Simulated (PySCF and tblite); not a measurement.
The numbers below are computed, except where a source is named.
Barrier and rate of a planar inversion

System: C₄H₉NS, numbered as in [CH3:1][S:2][N:3]=[C:4]([CH3:5])[CH3:6].

Motion: planar inversion at N3 (torsion C5–C4–N3–S2 from 180° to 0°). Geometries: GFN2-xTB; energies: BP86/pcSseg-1 + D3(BJ), IEF-PCM tetrahydrofuran; zero-point and thermal terms from GFN2-xTB harmonic modes (soft modes blended into free rotors). Rates follow Eyring's equation with the number of equivalent paths and no tunnelling. Programs: tblite and PySCF.

| point | symmetry | E(GFN2) kcal/mol | E(DFT) kcal/mol | ZPE change kcal/mol | lowest mode cm⁻¹ | dipole D |
| --- | --- | --- | --- | --- | --- | --- |
| start | Cs | 0.0 | 0.0 | 0.00 | 45 | 1.00 |
| saddle | Cs | 12.2 | 20.4 | -0.61 | 248i | 1.80 |
| end | C1 | 5.5 | 6.2 | 0.20 | 80 | 3.74 |

```json
{
 "Electronic barrier": "20.4 kcal/mol",
 "Barrier with zero-point energy": "19.7 kcal/mol",
 "ΔH‡ (298 K)": "19.5 kcal/mol",
 "ΔS‡ (298 K, symmetry apart)": "-1.7 cal/(mol K)",
 "Paths": "1 equivalent path",
 "End point": "a different minimum",
 "Mean lifetime of the start against this motion at 298 K": "1.2 min",
 "Cost": "58 s on 1 thread of Arm Neoverse V1, on a host shared with other jobs (rough), peak memory 0.69 GiB, launched as `OMP_NUM_THREADS=1 python ens_run.py task.json out`"
}
```

```csv
T/K,ΔG‡ kcal/mol,k s⁻¹,ΔG kcal/mol,k back s⁻¹
200,19.9,7.5×10⁻¹⁰,6.6,0.0068
250,19.9,1.9×10⁻⁵,6.7,7
298,20.0,0.014,6.8,622
350,20.0,2.3,6.8,2×10⁴
400,20.1,90,6.8,2.4×10⁵
```

ΔG and ΔG‡ leave out symmetry numbers and mirror images; rates count paths: 1 out, 0.5 back.
